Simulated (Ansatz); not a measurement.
Input for Ansatz (development build ahead of 0.2.0):

```yaml
crystal:
  periodic: [false, false, false]
  atoms:
    - { symbol: C, position_ang: [0.0, 0.0, 0.0] }
    - { symbol: C, position_ang: [0.0, 0.0, 1.3] }
basis:
  gaussian: { orbitals: pcseg-2 }
hamiltonian:
  xc: pbe0
```

The input is written out in the form of the current development build from the run's settings.

The run gave:

```json
{
 "Converged": "yes",
 "Total energy": "-75.79744 hartree",
 "Spin squared of the determinant": "0.000",
 "Stability test": "minimum among restricted orbitals"
}
```

Caution: an unrestricted determinant lies well below.
